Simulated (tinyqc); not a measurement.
ROHF in the sto-3g basis, for OH+, spin multiplicity 3, step by step. This run ends on a higher stationary point, not on the lowest solution. Computed by tinyqc, a small Python program that keeps every step (integrals from PySCF). Settings: charge = 1, multiplicity = 3, basis = sto-3g, energy threshold = 1e-09, iteration cap = 54, orthogonalisation = canonical, start = random, DIIS depth = 3, method = ROHF. Command: `OMP_NUM_THREADS=1 python tinyqc.py 28964 28965 out.jsonl` (the two numbers bound the seeds that draw the settings). One thread of a shared host (Intel(R) Xeon(R) Processor @ 2.60GHz), about 0.06 s of CPU time with the checks.

Geometry (angstrom):
```
atom         x         y         z
O     0.000000  0.000000  0.000000
H     0.000000  0.000000  1.780000
```

Stop when the energy changes by less than 1e-09 hartree and every element of the error matrix X^T (F D S - S D F) X is below 9e-06.

Course of the cycle:
```
iteration   E (hartree)     change  largest element of the error matrix
1          -61.43911496          -                             1.25e+01
2          -73.78068366  -1.23e+01                             1.52e-01
3          -73.80531546  -2.46e-02                             6.93e-02
4          -73.83944525  -3.41e-02                             3.18e-02
5          -73.84974099  -1.03e-02                             1.58e-02
6          -73.85661126  -6.87e-03                             2.24e-02
7          -73.85750051  -8.89e-04                             2.03e-02
8          -73.85934367  -1.84e-03                             2.26e-02
9          -73.85149367   7.85e-03                             1.16e-02
10         -73.84961370   1.88e-03                             8.75e-03
11         -73.84986211  -2.48e-04                             5.25e-03
12         -73.85000531  -1.43e-04                             1.91e-03
13         -73.85003767  -3.24e-05                             1.36e-03
14         -73.85006097  -2.33e-05                             1.73e-03
15         -73.85001646   4.45e-05                             9.46e-04
16         -73.84999769   1.88e-05                             2.05e-04
17         -73.84999696   7.31e-07                             7.05e-05
18         -73.84999697  -4.08e-09                             6.61e-05
19         -73.84999701  -4.58e-08                             7.73e-05
20         -73.84999704  -2.62e-08                             8.45e-05
21         -73.84999695   8.74e-08                             4.70e-05
22         -73.84999692   2.87e-08                             1.03e-05
23         -73.84999692   6.19e-10                             3.81e-06
```

Can the last value be used, and what does the course show?

No, though the log alone does not show it. Converged in 23 iterations. But the solution lies 0.07044 hartree above the reference: it is another stationary point, not the lowest one. Reruns (cap 100 unless said): DIIS 8: converged in 17 to a higher stationary point; atomic densities as start, DIIS 8: converged in 8. PySCF ROHF in the same basis = -73.92044161 hartree.
